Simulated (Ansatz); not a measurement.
# C₄H₈ (singlet): wave-function methods side by side, STO-3G

One table from this session's results is given with a row withheld; the runs are named, their logs left out.

The runs use Ansatz 0.2.0, Gaussian basis; STO-3G, core rule «outside noble gas», up to 4 orbitals frozen.

To be run: UHF; CCSD(T) on RHF; CCSD(T) on UHF; BCCD(T) on RHF; CISD; CCSDT(Q) on RHF; CCSDT(Q) on UHF; CISDTQ; CCSDTQ on RHF; CCSDTQ on UHF; CASSCF and MRCISD+Q, 8 electrons in 8 orbitals; CASSCF and NEVPT2, 8 electrons in 8 orbitals.

19 further runs of the same task are left out: 2 that didn't finish, 17 set aside as unsound or not needed.

## The geometry

The geometry is an MP2(full)/6-31G* stationary point (not a proven minimum).

12 atoms, charge 0, spin multiplicity 1.

Atoms are counted from 1 here; the program's logs count them from 0.

Bond lengths: C1–C2 1.339 Å, C1–H3 1.086 Å, C1–H4 1.086 Å, C2–C5 1.502 Å, C2–C9 1.502 Å, C5–H6 1.093 Å, C5–H7 1.096 Å, C5–H8 1.096 Å, C9–H10 1.093 Å, C9–H11 1.096 Å, C9–H12 1.096 Å. Angles: C2–C1–H3 121.6°, C2–C1–H4 121.6°, H3–C1–H4 116.7°, C1–C2–C5 122.1°, C1–C2–C9 122.1°, C5–C2–C9 115.8°, C2–C5–H6 111.6°, C2–C5–H7 110.8°, C2–C5–H8 110.8°, H6–C5–H7 108.3°, H6–C5–H8 108.3°, H7–C5–H8 106.9°, C2–C9–H10 111.6°, C2–C9–H11 110.8°, C2–C9–H12 110.8°, H10–C9–H11 108.3°, H10–C9–H12 108.3°, H11–C9–H12 106.9°.

The first run:

Contents of in.yaml:

```yaml
crystal:
  periodic: [false, false, false]
  atoms:
    - {symbol: C, position_ang: [0.000000, 0.000000, 1.435341]}
    - {symbol: C, position_ang: [0.000000, 0.000000, 0.096122]}
    - {symbol: H, position_ang: [0.000000, 0.924302, 2.004943]}
    - {symbol: H, position_ang: [0.000000, -0.924302, 2.004943]}
    - {symbol: C, position_ang: [0.000000, 1.272683, -0.702269]}
    - {symbol: H, position_ang: [0.000000, 2.153042, -0.055054]}
    - {symbol: H, position_ang: [0.880211, 1.323542, -1.353058]}
    - {symbol: H, position_ang: [-0.880211, 1.323542, -1.353058]}
    - {symbol: C, position_ang: [0.000000, -1.272683, -0.702269]}
    - {symbol: H, position_ang: [0.000000, -2.153042, -0.055054]}
    - {symbol: H, position_ang: [-0.880211, -1.323542, -1.353058]}
    - {symbol: H, position_ang: [0.880211, -1.323542, -1.353058]}
basis:
  gaussian: {orbitals: STO-3G}
magnetization: {spin_polarized: true, initial_magnetization: 0}
hamiltonian: {xc: hf}
output: {orbitals: {seedname: orbitals}}
```

On the command line:

```console
> ansatz run in.yaml --threads 1 --pin off --events-out ev --progress --plain --max-ram 4160MiB --backend cpu
```

Steps of the session up to this table: UHF; CCSD(T) on RHF; CCSD(T) on UHF; BCCD(T) on RHF; CISD; CCSDT(Q) on RHF; CCSDT(Q) on UHF; CISDTQ; CCSDTQ on RHF; CCSDTQ on UHF; CASSCF and MRCISD+Q, 8 electrons in 8 orbitals; CASSCF and NEVPT2, 8 electrons in 8 orbitals.

One table of the session follows, with a row left open; its other results are not shown here.

It belongs to the step «Misses and costs». 

```
           method  from RCCSDTQ (kcal/mol)
              RHF                  +185.53
              UHF                        ?
             RMP2                   +44.71
             CISD                   +23.57
            RCCSD                    +1.84
         RCCSD(T)                    +0.61
          BCCD(T)                    +0.61
           RCCSDT                    +0.38
           CISDTQ                    +1.85
        RCCSDT(Q)                    +0.03
          RCCSDTQ                        0
  CASSCF frontier                  +117.73
  NEVPT2 frontier                   +32.27
  MRCISD frontier                    +9.68
MRCISD+Q frontier                    +0.19
```

**Question.** Estimate the row for UHF.

As computed: from RCCSDTQ (kcal/mol): +183.12. In the column «from RCCSDTQ (kcal/mol)» it lies between CASSCF frontier (+117.73) and RHF (+185.53).
